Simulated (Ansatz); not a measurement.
Two structures, one formula

Two relaxed structures of CH5NSi, singlet (PBE0-D4/def2-TZVP; forces vanish, vibrations not checked).

A:

```xyz
8
angstrom
C -0.4013 0.6422 0.9244
N -0.5427 0.3225 -0.5749
Si 0.6070 -0.7167 0.4256
H -1.4692 0.0270 -0.8499
H -0.1315 0.9284 -1.2823
H -0.0781 1.6618 1.1062
H 1.8659 -0.7315 -0.3831
H 0.2076 -2.1173 0.7040
```

B:

```csv
atom,x (Å),y (Å),z (Å)
C1,-0.6242,0.3344,-0.6222
N2,-0.3368,0.5765,0.8234
Si3,0.5585,-0.7717,0.2284
H4,-1.6567,0.0656,-0.8297
H5,-0.2173,1.0482,-1.3377
H6,0.0632,1.4749,1.0499
H7,1.9958,-0.6324,-0.1018
H8,0.2175,-2.0956,0.7897
```

Computed with Ansatz 0.2.0 (basis: def2-TZVPP); correlated methods freeze the cores. B3LYP uses VWN-RPA correlation.

Question: Which structure is lower at CCSD(T), and by how much? (To be estimated.)

Answer: The calculation gives: B, by 175.1 kJ/mol (electronic energy, against the other). By their contacts, A is CH₅NSi ([CH]1[NH2][SiH2]1) and B is CH₅NSi ([CH2]1[NH][SiH2]1).

All methods give the same order:

```json
{"method": "PBE-D4", "E(B) − E(A) (kJ/mol)": "-166.4"}
{"method": "r2SCAN-D4", "E(B) − E(A) (kJ/mol)": "-173.6"}
{"method": "PBE0-D4", "E(B) − E(A) (kJ/mol)": "-174.0"}
{"method": "B3LYP-D4", "E(B) − E(A) (kJ/mol)": "-172.9"}
{"method": "wB97M-V", "E(B) − E(A) (kJ/mol)": "-173.5"}
{"method": "HF", "E(B) − E(A) (kJ/mol)": "-188.9"}
{"method": "MP2", "E(B) − E(A) (kJ/mol)": "-178.8"}
{"method": "CCSD", "E(B) − E(A) (kJ/mol)": "-178.1"}
{"method": "CCSD(T)", "E(B) − E(A) (kJ/mol)": "-175.1"}
```

No T1 diagnostic of these runs exceeds 0.016.

Labels in which every atom is bracketed show which atoms are joined, not bond orders.

For scale, one of the runs: CCSD(T)/def2-TZVPP, 174 basis functions, launched by `ansatz run in.yaml --threads 2 --pin off --events-out ev --progress --plain --max-ram 4352MiB`. Hardware: 2 CPU threads of an Arm Neoverse N1, shared host. Wall time 44 s; peak host memory 1.5 GiB.
